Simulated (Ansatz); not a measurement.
# B₂Si+ (quartet): from Hartree-Fock to the top rungs, def2-TZVPP

One table from this session's results is given with a row withheld; the runs are named, their logs left out.

Program: Ansatz 0.2.0, Gaussian basis. Level of theory: def2-TZVPP, core rule «outside noble gas», up to 7 orbitals frozen. These are calculated values, not measurements.

To be run: UHF; ROHF; CCSD(T) on UHF.

2 further runs of the same task are left out: 2 set aside as unsound or not needed.

### What is computed

The geometry is a PBE0/def2-TZVP stationary point (not a proven minimum) of the parent state, kept for this charge and spin.

3 atoms, charge 1, spin multiplicity 4.

Atoms are counted from 1 here; the program's logs count them from 0.

Bond lengths: B1–B2 1.543 Å, B2–Si3 1.871 Å. Angles: B1–B2–Si3 180.0°.

Set-up of the first run:

Contents of in.yaml:

```yaml
crystal:
  periodic: [false, false, false]
  atoms:
    - {symbol: B, position_ang: [0.000000, 0.000000, -1.652467]}
    - {symbol: B, position_ang: [0.000000, 0.000000, -0.109467]}
    - {symbol: Si, position_ang: [0.000000, 0.000000, 1.761933]}
basis:
  gaussian: {orbitals: def2-TZVPP}
total_charge: 1
magnetization: {spin_polarized: true, initial_magnetization: 3}
hamiltonian: {xc: hf}
output: {orbitals: {seedname: orbitals}}
```

Run with:

```console
> ansatz run in.yaml --threads 1 --pin off --events-out ev --progress --plain --max-ram 2816MiB --backend cpu
```

Steps of the session up to this table: UHF; ROHF; CCSD(T) on UHF.

One table of the session follows, with a row left open; its other results are not shown here.

It belongs to the step «Misses and costs». 

| method | from UCCSD(T) (meV) |
| --- | --- |
| ROHF | +6128.2 |
| UHF | ? |
| UMP2 | +1313.9 |
| UCCSD | +303.1 |
| UCCSD(T) | 0 |

Estimate the missing values for UHF.

The run gave: from UCCSD(T) (meV): +6038.6. In the column «from UCCSD(T) (meV)» it lies between UMP2 (+1313.9) and ROHF (+6128.2).
